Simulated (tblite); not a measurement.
Task: Give a GFN2-xTB geometry of InChI=1S/C3H5O3/c1-3(5)6-2-4/h2H2,1H3. (Doublet state.)

Result: 
```xyz
11
C3H5O3 angstrom
C     -1.842   -0.027   -0.008
C     -0.383   -0.299   -0.215
O      0.060   -1.266   -0.799
O      0.404    0.615    0.321
C      1.839    0.329    0.169
O      2.530    1.251   -0.335
H     -2.126   -0.393    0.978
H     -2.426   -0.550   -0.759
H     -2.025    1.043   -0.044
H      1.792   -0.624   -0.486
H      2.183   -0.077    1.152
```

Orientation and origin are arbitrary. Atoms count from 1 in this order. C2 (carbon bonded to C and 2 O) is planar (angles 124.5°, 121.9° and 113.5°, sum 360.0°, 0.01 Å off the plane of its three neighbours). Of the pairs four or more bonds apart, O3···H10 is among the closest relative to their van der Waals radii: 1.87 Å, 69 % of the sum of Bondi's values. O4 (oxygen bonded to 2 C) is bent (angle 113.9°). The 4 C–O bonds span 1.214 Å (C2=O3, drawn double) to 1.471 Å (O4–C5, drawn single), a spread of 0.257 Å.

Bonds between heavy atoms (Å): C1–C2 1.499, C2=O3 1.214, C2–O4 1.320, O4–C5 1.471, C5–O6 1.258.

The geometry is computed with GFN2-xTB (gas phase). This method treats the open shell by occupation alone, without spin polarisation.

Point group: C1 (no symmetry element, even within 0.4 Å). Its GFN2-xTB frequencies are all real (lowest 23 cm⁻¹). Torsions: C1–C2–O4–C5 178°, C2–O4–C5–O6 127°. 2 starts were optimised and ended at 0.00 and 1.58 kcal/mol (GFN2-xTB); the lowest of these is shown.

On Arm Neoverse V2, one thread, shared host with 32 logical CPUs at a one-minute load of 12, this took 0.2 s wall. That covers the optimisation of the geometry.

One conformer stands for the species.
